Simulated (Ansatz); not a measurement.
bcc Fe

Calculation: PBEsol in Ansatz (PAW).

Numerical settings: plane-wave cutoff 500 eV, 4×4×4 k mesh, Fermi–Dirac smearing 0.1 eV, cell of 54 sites, scalar-relativistic PAW data made under PBE.

Cell: relaxed at this level.

| Item | Value |
|---|---|
| vacancy formation energy | 2.48 eV |
| vacancy formation energy before relaxation | 2.59 eV |

Measured, for comparison: vacancy formation energy 2 ± 0.2 eV (not corrected to a static lattice, monovacancy, our sources range from 1.53 to 2.00; as tabulated in Nandi et al. (2010), arXiv:0904.3859). Computed (rounded) less measured: vacancy formation energy not scored (sources differ).

Note: energies are extrapolated to zero smearing, and mesh and cell size move such values by some hundredths of an eV or more.

Ansatz is a first-principles code.
